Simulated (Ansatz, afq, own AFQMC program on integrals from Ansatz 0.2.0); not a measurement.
# CH$_{2}$Al⁺, quintet in cc-pVDZ, levels against CCSDT(Q)

```csv
atom,x (Å),y (Å),z (Å)
Al,0.0000,-0.0744,0.6134
C,0.0000,0.0101,-1.3080
H,0.0000,1.3217,1.4205
H,0.0000,0.5490,-2.2537
```

Connectivity, by distances: AlH–CH.

Basis cc-pVDZ. Noble-gas cores (and the filled d shells of Ga–Kr and In–Xe) are frozen. Integrals, coupled cluster, full CI and functionals: Ansatz 0.2.0; the random walks run on the same integrals in our own AFQMC program. The CISD trial takes its coefficients from CCSD amplitudes. Released means that phaseless walkers are propagated on without the constraint, phases kept. Free projection: walkers drawn from exp(T), propagated without any constraint. Its projection time is finite, and what remains of the start isn't in its error. ± is one standard error of the sampling.

Determinant: UHF, the one that the program's search chose, which needn't be the lowest solution. The geometry is a PBE0/def2-TZVP stationary point of this or a neighbouring charge and spin state.

No full CI on the walks' own integrals is used here; CCSDT(Q) serves as the reference and is uncertain by about the last step of the cluster series.

Cautions: lower spins were not checked; the released energies are still falling, so no released level is given (meV from the phaseless value at times in 1/Eh: 14 ± 7 at 0.24, 19 ± 8 at 0.51, 3 ± 11 at 0.99, 3 ± 10 at 1.62, -11 ± 11 at 2.40), though the last usable value meets CCSDT(Q) within the noise.

- T1 diagnostic: 0.0385
- weight of the determinant in the CISD state: 0.894
- ⟨S²⟩ of the determinant: 6.040
- size of the correlated space: 8 electrons in 36 orbitals

Reference: CCSDT(Q), correlation energy -3.847 eV.

```json
{"level": "HF", "E − E(reference) (meV)": "3846.6", "share of correlation (%)": "0.00"}
{"level": "MP2", "E − E(reference) (meV)": "926.5", "share of correlation (%)": "75.91"}
{"level": "CCSD", "E − E(reference) (meV)": "161.8", "share of correlation (%)": "95.79"}
{"level": "CCSD(T)", "E − E(reference) (meV)": "43.6", "share of correlation (%)": "98.87"}
{"level": "CCSDT", "E − E(reference) (meV)": "8.7", "share of correlation (%)": "99.77"}
{"level": "ph-AFQMC/HF", "E − E(reference) (meV)": "117.8 ± 38.2", "share of correlation (%)": "96.94"}
{"level": "ph-AFQMC/CISD", "E − E(reference) (meV)": "18.4 ± 8.6", "share of correlation (%)": "99.52"}
{"level": "free AFQMC", "E − E(reference) (meV)": "-8.5 ± 13.0", "share of correlation (%)": "100.22"}
```

Free projections are given only where their last times agree within the noise and don't stop above the reference; a slow remainder of the start can still hide under it. A walk keeps the symmetry of its determinant, which the program's search chose and which needn't be the lowest solution, so a lower state of the same spin and another symmetry isn't excluded.
